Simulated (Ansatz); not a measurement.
We consider body-centred tetragonal In, described by rVV10 (Ansatz, a first-principles code, plane waves, PAW).

Input:

Ansatz 0.2 input:
```yaml
crystal:
  lattice:
    - [-1.6763713591, 1.6763713591, 2.5504288104]
    - [1.6763713591, -1.6763713591, 2.5504288104]
    - [1.6763713591, 1.6763713591, -2.5504288104]
  atoms:
    - { symbol: In, position: [0.0, 0.0, 0.0] }
basis:
  ecutwfc: 520
  ecutrho_ratio: 4
  xc_grid: 2
kpoints:
  mp_grid: { grid: [24, 24, 24] }
hamiltonian:
  xc: { exchange: rpw86, correlation: pbe }
  dispersion: rvv10
  pseudopotentials: { kind: paw }
scf:
  occupations: { method: fermi_dirac, width: 0.05 }
output:
  forces: false
  stress: true
  eigenvalues: true
relax:
  f_tol: 0.004
  escape_saddle: false
  max_steps: 80
  cell: { stress_tol: 0.02, fix: [volume] }
```

Output (set-up and result lines):

```
Relaxation: its limit of steps is 80 (relax.max_steps)
Crystal: 1 atoms, lattice volume = 28.669 Å³
Basis set: ecut = 520 eV, 773 PW (Γ), exchange–correlation on 54×54×54 points (8 copies of the dense FFT grid, shifted against one another)
Bands: 11, of which v1, the nominal top of the filled ones, is band 7 counted from 1 (6 counted from 0)
Symmetry: 16 space group operations
Space group: I4/mmm (ITA 139), of the structure as read, at distance tolerance 3.1e-5 Å
k-points: 1063 of 13824
Functional: x = rpw86, c = pbe(β = 0.06672455060314922) + rvv10(b = 6.3, C = 0.0093)
SCF iter   1: F=—  HF=-5641.364509 eV  |F-HF|=—  |Δ(HF+E_count)|=         —  Δρ=4.86e-3  dr2=4.12e-3
SCF iter   2: F=—  HF=-5641.362767 eV  |F-HF|=—  |Δ(HF+E_count)|=   1.74e-3  Δρ=2.19e-3  dr2=8.12e-4
  ...
SCF 1 converged in 6 iterations: F = -5641.362819 eV  dr2 = 8.64e-9
Crystal: 1 atoms, lattice volume = 28.669 Å³
Initial density: handed on by an earlier stage of this run
SCF 2 converged in 3 iterations: F = -5641.362821 eV  dr2 = 3.07e-10
Crystal: 1 atoms, lattice volume = 28.669 Å³
Basis set: ecut = 520 eV, 781 PW (Γ), exchange–correlation on 54×54×54 points (8 copies of the dense FFT grid, shifted against one another)
SCF 3 converged in 4 iterations: F = -5641.362831 eV  dr2 = 2.42e-10
Crystal: 1 atoms, lattice volume = 28.669 Å³
SCF iter   5: F=—  HF=-5641.362831 eV  |F-HF|=—  |Δ(HF+E_count)|=  5.46e-12  Δρ=2.03e-7  dr2=6.13e-12
SCF iter   6: F=-5641.362831 eV  HF=-5641.362831 eV  |F-HF|=0.00e0  |Δ(HF+E_count)|=  4.55e-12  Δρ=5.02e-8  dr2=3.36e-13
SCF 4 converged in 6 iterations: F = -5641.362831 eV  dr2 = 3.36e-13
SCF converged after 6 iterations
Free energy (F): -5641.362831 eV
Internal energy: -5641.359031 eV  (E = F + TS)
E sigma→0 (E₀):  -5641.360931 eV
Fermi energy:    9.025292 eV
--- Forces (eV/Å), atoms counted from 1 ---
  atom   1  In     0.00000000     0.00000000     0.00000000
--- Stress (GPa, compression-positive) ---
       -0.626453      -0.000000       0.000000
       -0.000000      -0.626453       0.000000
       -0.000000      -0.000000      -0.629821
  P = ⅓ Tr σ = -0.6276 GPa (-6.276 kbar)
```

The cell is one volume of an energy–volume scan, off the minimum.

The PAW data were made under PBE.

Computing time: around 70 core-seconds (rough).
